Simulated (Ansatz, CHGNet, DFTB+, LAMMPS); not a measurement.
## Elastic constant C11 of bcc Ta: levels of theory against measurement

Reference value: 266 GPa (measured, 0 K, extrapolated to 0 K; zero-point effects included; as tabulated in Wang et al. (2022), arXiv:2209.12322).

```tsv
level (code)	value (GPa)	cell (Å³/atom)	difference (%)
Morse jacobson2022 (LAMMPS)	200	18.11	-25
GFN1-xTB as cut by DFTB+	203	19.03	-24
CHGNet 0.3.0	237	18.36	-10.9
LDA+SOC (Ansatz)	297	17.21	+11.7
PBE (Ansatz)	262	18.28	-1.5
PBE-D3(BJ) (Ansatz)	282	17.73	+6.0
r²SCAN+SOC (Ansatz)	270	18.04	+1.5
```

Leaving aside Morse jacobson2022 (doubt noted below): Once the reference is moved by up to 3.3 % (a margin picked here for doubts on the reference and the settings, and for temperature and zero-point motion) and values within 1.7 % count as equal, the nearest can be PBE (-1.5 %), r²SCAN+SOC (+1.5 %) or PBE-D3(BJ) (+6.0 %). Farthest off among them: GFN1-xTB as cut by DFTB+ (-24 %). Within 20 %: CHGNet 0.3.0, LDA+SOC, PBE, PBE-D3(BJ), r²SCAN+SOC.

The measured value isn't corrected to a static lattice, so vibrations enter the comparison.  Density-functional levels without +SOC have no spin–orbit coupling. Morse jacobson2022: pair potentials favour close packing, so symmetry can be all that holds this lattice. GFN1-xTB as cut by DFTB+: the method was fitted mainly to molecules. GFN1-xTB as cut by DFTB+: codes differ in how they cut the long-range tail of xTB's charge interaction in a crystal, so the value belongs to this code. LDA+SOC, PBE, PBE-D3(BJ), r²SCAN+SOC: shear constants of such metals converge slowly with the k mesh. PBE-D3(BJ): the dispersion coefficients are held fixed in the derivatives. Each level is taken at its own relaxed cell. Cutoffs differ between the levels. Ansatz's density-functional and Hartree–Fock values are scalar-relativistic unless marked +SOC, with PAW data made under PBE.

Empirical potentials (Morse jacobson2022) are fitted to chosen data: where that held the value shown, agreement is built in, and what lay outside the fit can be far off. Machine-learned potentials (CHGNet 0.3.0) are trained on DFT data: a solid inside that data is no test of them.

Differences are worked out from the printed values.

Ansatz is a program for electronic structure.
